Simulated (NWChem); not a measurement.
**Dipole moment of methanol (CH4O)**

```xyz
6

C      0.6125    -0.2314     0.0000
O     -0.6650     0.3583     0.0000
H      0.8066    -0.8558     0.8960
H      1.3548     0.5819     0.0000
H      0.8066    -0.8558    -0.8960
H     -1.3230    -0.3478     0.0000
```
Charge 0, spin multiplicity 1.

Everything below was run with NWChem. The geometry was optimised at B3LYP/def2-SVP, a minimum by its harmonic frequencies.

Basis set: 6-31G*. The CCSD dipole comes from the Λ equations, without orbital relaxation.

The correlated methods keep 2 core orbitals frozen. B3LYP has NWChem's definition, with VWN1-RPA local correlation. The Pople sets run with spherical d functions. Coupled-cluster values serve here as a point of comparison, not as the truth.

Task: For the dipole moment, HF gives 1.88 D and PBE gives 1.58 D. What do B3LYP, BHandHLYP, CCSD give?

Result: B3LYP: 1.65 D; BHandHLYP: 1.76 D; CCSD: 1.77 D.
